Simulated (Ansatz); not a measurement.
# Si₂H₄ (triplet): from Hartree-Fock to the top rungs, cc-pVDZ

How much of the correlation energy of Si₂H₄ (triplet) does each wave-function method recover here?

Program: Ansatz 0.2.0, Gaussian basis. Level of theory: cc-pVDZ, core rule «outside noble gas», up to 10 orbitals frozen. These are calculated values, not measurements.

To be run: UHF; CCSD(T) on ROHF; CCSD(T) on UHF; BCCD(T) on ROHF; CISD; CCSDT(Q) on ROHF; CCSDT(Q) on UHF; CASSCF and NEVPT2, 10 electrons in 10 orbitals.

26 further runs of the same task are left out: 10 that didn't finish, 16 set aside as unsound or not needed.

### Step 1. The system

The geometry is a PBE0/def2-TZVP stationary point (not a proven minimum).

6 atoms, charge 0, spin multiplicity 3.

Atoms are counted from 1 here; the program's logs count them from 0.

Bond lengths: Si1–Si2 2.317 Å, Si1–H3 1.489 Å, Si1–H4 1.485 Å, Si1–H5 1.489 Å, Si2–H6 1.492 Å. Angles: Si2–Si1–H3 111.5°, Si2–Si1–H4 106.9°, Si2–Si1–H5 111.5°, H3–Si1–H4 109.1°, H3–Si1–H5 108.6°, H4–Si1–H5 109.1°, Si1–Si2–H6 122.5°.

### Step 2. UHF

The input, in.yaml:

```yaml
crystal:
  periodic: [false, false, false]
  atoms:
    - {symbol: Si, position_ang: [0.000000, -0.042283, 1.106932]}
    - {symbol: Si, position_ang: [0.000000, 0.087730, -1.206301]}
    - {symbol: H, position_ang: [1.209065, -0.747364, 1.613865]}
    - {symbol: H, position_ang: [0.000001, 1.352573, 1.617487]}
    - {symbol: H, position_ang: [-1.209066, -0.747363, 1.613865]}
    - {symbol: H, position_ang: [-0.000001, -1.124200, -2.076363]}
basis:
  gaussian: {orbitals: cc-pVDZ}
magnetization: {spin_polarized: true, initial_magnetization: 2}
hamiltonian: {xc: hf}
output: {orbitals: {seedname: orbitals}}
```

Launch:

```
$ ansatz run in.yaml --threads 1 --pin off --events-out ev --progress --plain --max-ram 2393MiB
```

The runs that follow: CCSD(T) on ROHF; CCSD(T) on UHF; BCCD(T) on ROHF; CISD; CCSDT(Q) on ROHF; CCSDT(Q) on UHF; CASSCF and NEVPT2, 10 electrons in 10 orbitals.

**Question.** What will the summary of the whole plan be? Wanted: UCCSDT(Q) below the RHF energy; RMP2 from UCCSDT(Q); UMP2 from UCCSDT(Q); RCCSD from UCCSDT(Q); RCCSD(T) from UCCSDT(Q); UCCSD(T) from UCCSDT(Q); RCCSDT(Q) from UCCSDT(Q); T1 diagnostic.

The runs gave:

| quantity | value |
| --- | --- |
| UCCSDT(Q) below the RHF energy | -6.0822 eV |
| RMP2 from UCCSDT(Q) | +1369.0 meV |
| UMP2 from UCCSDT(Q) | +1365.6 meV |
| RCCSD from UCCSDT(Q) | +187.3 meV |
| RCCSD(T) from UCCSDT(Q) | +40.0 meV |
| UCCSD(T) from UCCSDT(Q) | +39.5 meV |
| RCCSDT(Q) from UCCSDT(Q) | +0.5 meV |
| levels within 1 kcal/mol (43 meV) | RCCSD(T), UCCSD(T), BCCD(T), RCCSDT, UCCSDT, RCCSDT(Q) |
| T1 diagnostic | 0.020 |

RCCSD(T) misses by +40.0 meV, 0.7 % of the correlation energy. These misses are within one basis, not against nature; the frozen cores of restricted and unrestricted runs differ, which can shift their rows.
